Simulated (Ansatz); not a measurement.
Ansatz (a program for electronic structure) input (B3LYP-D3(BJ)/def2-TZVP):

Ansatz 0.2 input:
```yaml
crystal:
  periodic: [false, false, false]
  atoms:
    - {symbol: Si, position_ang: [-0.00208985, 0.00098185, 0.08026338]}
    - {symbol: H, position_ang: [0.00076796, 1.40657062, -0.39205880]}
    - {symbol: H, position_ang: [1.23601882, -0.70198617, -0.33410250]}
    - {symbol: H, position_ang: [-1.20752894, -0.71833034, -0.39752608]}
basis:
  gaussian:
    orbitals: def2-TZVP
hamiltonian:
  xc: b3lyp
  dispersion: d3bj
magnetization: {spin_polarized: true, initial_magnetization: 1}
phonons: {temperatures: {t_min: 298.15, t_max: 298.15, t_step: 100}}
```

Output:

```
Functional definition: B3LYP
integrals: 0.01 GiB planned
393 factors; their error is unknown
mean field: 0.13 GiB planned
mean field evaluation 1: about -7925.1650 eV, gradient 7.6e0 eV
mean field evaluation 2: about -7925.5571 eV, gradient 3.2e0 eV
mean field evaluation 4: about -7925.6322 eV, gradient 1.0e-1 eV
mean field evaluation 8: about -7925.6572 eV, gradient 7.9e-3 eV
mean field -7925.65722891 eV, -291.2625309589 hartree, gradient 1.4e-5 eV, S^2 0.751899; 0 other end points of the search recorded, 0 dependent functions left out
the calculation of the forces begins
reference -7925.65743192 eV, -291.2625384196 hartree; 9, 8 occupied and 46, 47 virtual orbitals, 393 factors
these checks for a lower state are left out or cut short: stability, starts, cluster_reference, orbital_swaps, neighbouring_geometries, increment
integrals: 0.01 GiB planned
393 factors; their error is unknown
mean field: 0.13 GiB planned
mean field evaluation 16: about -7925.6322 eV, gradient 8.1e-2 eV
mean field -7925.65714534 eV, -291.2625278879 hartree, gradient 3.0e-6 eV, S^2 0.751900; 0 other end points of the search recorded, 0 dependent functions left out
the calculation of the forces begins
reference -7925.65734831 eV, -291.2625353468 hartree; 9, 8 occupied and 46, 47 virtual orbitals, 393 factors
these checks for a lower state are left out or cut short: stability, starts, cluster_reference, orbital_swaps, neighbouring_geometries, increment
integrals: 0.01 GiB planned
393 factors; their error is unknown
mean field: 0.13 GiB planned
mean field -7925.65714474 eV, -291.2625278657 hartree, gradient 9.9e-7 eV, S^2 0.751899; 0 other end points of the search recorded, 0 dependent functions left out
the calculation of the forces begins
reference -7925.65734780 eV, -291.2625353282 hartree; 9, 8 occupied and 46, 47 virtual orbitals, 393 factors
these checks for a lower state are left out or cut short: stability, starts, cluster_reference, orbital_swaps, neighbouring_geometries, increment
integrals: 0.01 GiB planned
393 factors; their error is unknown
mean field: 0.13 GiB planned
mean field evaluation 32: about -7925.6572 eV, gradient 2.8e-5 eV
mean field -7925.65717497 eV, -291.2625289768 hartree, gradient 1.3e-6 eV, S^2 0.751905; 0 other end points of the search recorded, 0 dependent functions left out
the calculation of the forces begins
reference -7925.65737800 eV, -291.2625364378 hartree; 9, 8 occupied and 46, 47 virtual orbitals, 393 factors
these checks for a lower state are left out or cut short: stability, starts, cluster_reference, orbital_swaps, neighbouring_geometries, increment
integrals: 0.01 GiB planned
393 factors; their error is unknown
mean field: 0.13 GiB planned
mean field -7925.65717012 eV, -291.2625287986 hartree, gradient 1.1e-6 eV, S^2 0.751894; 0 other end points of the search recorded, 0 dependent functions left out
the calculation of the forces begins
reference -7925.65737313 eV, -291.2625362590 hartree; 9, 8 occupied and 46, 47 virtual orbitals, 393 factors
these checks for a lower state are left out or cut short: stability, starts, cluster_reference, orbital_swaps, neighbouring_geometries, increment
integrals: 0.01 GiB planned
393 factors; their error is unknown
mean field: 0.13 GiB planned
mean field -7925.65722286 eV, -291.2625307366 hartree, gradient 8.3e-7 eV, S^2 0.751899; 0 other end points of the search recorded, 0 dependent functions left out
the calculation of the forces begins
reference -7925.65742589 eV, -291.2625381978 hartree; 9, 8 occupied and 46, 47 virtual orbitals, 393 factors
these checks for a lower state are left out or cut short: stability, starts, cluster_reference, orbital_swaps, neighbouring_geometries, increment
integrals: 0.01 GiB planned
393 factors; their error is unknown
mean field: 0.13 GiB planned
mean field -7925.65722302 eV, -291.2625307426 hartree, gradient 7.8e-7 eV, S^2 0.751900; 0 other end points of the search recorded, 0 dependent functions left out
the calculation of the forces begins
reference -7925.65742602 eV, -291.2625382028 hartree; 9, 8 occupied and 46, 47 virtual orbitals, 393 factors
these checks for a lower state are left out or cut short: stability, starts, cluster_reference, orbital_swaps, neighbouring_geometries, increment
integrals: 0.01 GiB planned
393 factors; their error is unknown
mean field: 0.13 GiB planned
mean field -7925.65718194 eV, -291.2625292329 hartree, gradient 1.3e-6 eV, S^2 0.751900; 0 other end points of the search recorded, 0 dependent functions left out
the calculation of the forces begins
reference -7925.65738500 eV, -291.2625366951 hartree; 9, 8 occupied and 46, 47 virtual orbitals, 393 factors
these checks for a lower state are left out or cut short: stability, starts, cluster_reference, orbital_swaps, neighbouring_geometries, increment
integrals: 0.01 GiB planned
393 factors; their error is unknown
mean field: 0.13 GiB planned
mean field evaluation 64: about -7925.6572 eV, gradient 1.3e-6 eV
mean field -7925.65717503 eV, -291.2625289791 hartree, gradient 1.3e-6 eV, S^2 0.751899; 0 other end points of the search recorded, 0 dependent functions left out
the calculation of the forces begins
reference -7925.65737801 eV, -291.2625364383 hartree; 9, 8 occupied and 46, 47 virtual orbitals, 393 factors
these checks for a lower state are left out or cut short: stability, starts, cluster_reference, orbital_swaps, neighbouring_geometries, increment
integrals: 0.01 GiB planned
393 factors; their error is unknown
mean field: 0.13 GiB planned
mean field -7925.65722263 eV, -291.2625307282 hartree, gradient 1.7e-6 eV, S^2 0.751902; 0 other end points of the search recorded, 0 dependent functions left out
the calculation of the forces begins
reference -7925.65742564 eV, -291.2625381889 hartree; 9, 8 occupied and 46, 47 virtual orbitals, 393 factors
these checks for a lower state are left out or cut short: stability, starts, cluster_reference, orbital_swaps, neighbouring_geometries, increment
integrals: 0.01 GiB planned
393 factors; their error is unknown
mean field: 0.13 GiB planned
mean field -7925.65722030 eV, -291.2625306426 hartree, gradient 1.5e-6 eV, S^2 0.751897; 0 other end points of the search recorded, 0 dependent functions left out
the calculation of the forces begins
reference -7925.65742332 eV, -291.2625381034 hartree; 9, 8 occupied and 46, 47 virtual orbitals, 393 factors
these checks for a lower state are left out or cut short: stability, starts, cluster_reference, orbital_swaps, neighbouring_geometries, increment
integrals: 0.01 GiB planned
393 factors; their error is unknown
mean field: 0.13 GiB planned
mean field -7925.65717513 eV, -291.2625289828 hartree, gradient 1.3e-6 eV, S^2 0.751899; 0 other end points of the search recorded, 0 dependent functions left out
the calculation of the forces begins
reference -7925.65737813 eV, -291.2625364429 hartree; 9, 8 occupied and 46, 47 virtual orbitals, 393 factors
these checks for a lower state are left out or cut short: stability, starts, cluster_reference, orbital_swaps, neighbouring_geometries, increment
integrals: 0.01 GiB planned
393 factors; their error is unknown
mean field: 0.13 GiB planned
mean field -7925.65718208 eV, -291.2625292382 hartree, gradient 1.3e-6 eV, S^2 0.751900; 0 other end points of the search recorded, 0 dependent functions left out
the calculation of the forces begins
reference -7925.65738512 eV, -291.2625366995 hartree; 9, 8 occupied and 46, 47 virtual orbitals, 393 factors
these checks for a lower state are left out or cut short: stability, starts, cluster_reference, orbital_swaps, neighbouring_geometries, increment
integrals: 0.01 GiB planned
393 factors; their error is unknown
mean field: 0.13 GiB planned
mean field evaluation 96: about -7925.6572 eV, gradient 1.1e-6 eV
mean field -7925.65722134 eV, -291.2625306808 hartree, gradient 1.1e-6 eV, S^2 0.751898; 0 other end points of the search recorded, 0 dependent functions left out
the calculation of the forces begins
reference -7925.65742435 eV, -291.2625381412 hartree; 9, 8 occupied and 46, 47 virtual orbitals, 393 factors
these checks for a lower state are left out or cut short: stability, starts, cluster_reference, orbital_swaps, neighbouring_geometries, increment
integrals: 0.01 GiB planned
393 factors; their error is unknown
mean field: 0.13 GiB planned
mean field -7925.65722294 eV, -291.2625307398 hartree, gradient 1.3e-6 eV, S^2 0.751901; 0 other end points of the search recorded, 0 dependent functions left out
the calculation of the forces begins
reference -7925.65742597 eV, -291.2625382008 hartree; 9, 8 occupied and 46, 47 virtual orbitals, 393 factors
Total energy: -7925.72630449 eV, -291.2650694397 hartree
Atom 0 at    -0.002090     0.000982     0.080263 Å, force     0.000027     0.000012    -0.000152 eV/Å
Atom 1 at     0.000768     1.406571    -0.392059 Å, force    -0.000013     0.000035     0.000053 eV/Å
Atom 2 at     1.236019    -0.701986    -0.334103 Å, force     0.000023    -0.000026     0.000055 eV/Å
Atom 3 at    -1.207529    -0.718330    -0.397526 Å, force    -0.000037    -0.000021     0.000044 eV/Å
Dipole moment:    -0.000447     0.000209     0.017123 e Å
Vibrations: 768.96 937.47 937.51 2194.63 2233.89 2233.90 cm⁻¹, zero-point energy 0.576921 eV
```
